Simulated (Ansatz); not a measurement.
# HBC, singlet: reading a ladder of total energies

Geometry: a PBE0/def2-TZVP stationary point for this spin, not checked as a minimum.

```csv
atom,x (Å),y (Å),z (Å)
B,0.0000,0.0000,0.0957
C,0.0000,0.0000,-1.3685
H,0.0000,0.0000,1.2728
```

Basis 6-31G; Ansatz 0.2.0. Correlated methods freeze the noble-gas cores, which leaves 8 electrons in 18 orbitals. Prefix R: restricted or restricted open-shell reference.

Full CI is exact within this basis and frozen core; it isn't the basis-set limit.

The determinant fills πx and πy unequally, so it is a mixture of Σ and Δ, which weighs on every level built on one determinant.

Runs differ by some tens of microhartree through their thresholds, so steps under 0.03 kcal/mol mean nothing.

| level | total energy (hartree) |
| --- | --- |
| RHF | -62.867290 |
| RMP2 | -62.974415 |
| RCCSD | -63.005215 |
| RCCSD(T) | -63.009501 |
| RCCSDT | -63.011028 |
| RCCSDT(Q) | -63.012222 |
| RCCSDTQ* | -63.013075 |
| full CI | -63.013191 |

**Question.** What is the correlation energy at full CI, and what share of it do RMP2 and RCCSDT(Q) recover?

**Answer.** E(corr) = -63.013191 − (-62.867290) = -0.145901 hartree = -3.970 eV. RMP2: -0.107125 / -0.145901 = 73.42 %. RCCSDT(Q): -0.144932 / -0.145901 = 99.34 %.

**Question.** By how many kcal/mol does RCCSD(T) miss full CI (1 hartree = 627.509 kcal/mol), and which steps make up the rest?

**Answer.** -63.009501 − (-63.013191) = 0.003690 hartree = 2.32 kcal/mol. Steps: RCCSDT − RCCSD(T) = -0.96, RCCSDT(Q) − RCCSDT = -0.75, RCCSDTQ − RCCSDT(Q) = -0.54, full CI − RCCSDTQ = -0.07 kcal/mol. With more than one leading determinant such errors change with state and geometry, and needn't cancel in differences.

An asterisk marks runs whose energy the program itself flagged as in doubt.
